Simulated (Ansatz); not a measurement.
F2O2S (`O=S(=O)(F)F`), charge 0, multiplicity 1.

Q: Give a relaxed structure at PBE0-D4/def2-TZVP (the Gaussian-basis code of Ansatz). (Estimate.)

A: The calculation gave: 
Z-matrix (Å, degrees):
```
S
O 1 1.404
F 1 1.539 2 108.1
F 1 1.539 2 108.1 3 102.4
O 1 1.404 2 124.9 3 -128.8
```
Point group C2v.
